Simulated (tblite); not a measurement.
Species: NH (triplet state).
InChI=1S/HN/h1H

The geometry is computed with GFN2-xTB (gas phase). This method treats the open shell by occupation alone, without spin polarisation.

Masses are those of the commonest isotopes; rigid-rotor values at the optimised geometry. 

**Question.** What are the moment of inertia and the rotational constant?

**Answer.** I = 0.985 u·Å², B = 505379 MHz·u·Å²/I = 513049 MHz (17.1135 cm⁻¹, or 24.622 K as hB/k). For two atoms I = μr² with μ = 0.9402 u and r = 1.0236 Å.

**Question.** List the first levels of a rigid rotor in a Σ state.

**Answer.** E(J) = BJ(J+1): J = 1: 34.227, J = 2: 102.681, J = 3: 205.362, J = 4: 342.270, J = 5: 513.404, J = 6: 718.766 cm⁻¹. For this open shell read J as N, the rotation without spin; fine and hyperfine splittings come on top.

Its GFN2-xTB frequencies are all real (lowest 3285 cm⁻¹). No vibrational averaging or centrifugal distortion is included, and the geometry carries the error of its method.

On Arm Neoverse V1, one thread, no GPU, shared host with 32 logical CPUs at a one-minute load of 29, this took under 0.1 s wall. That covers the optimisation of the geometry.
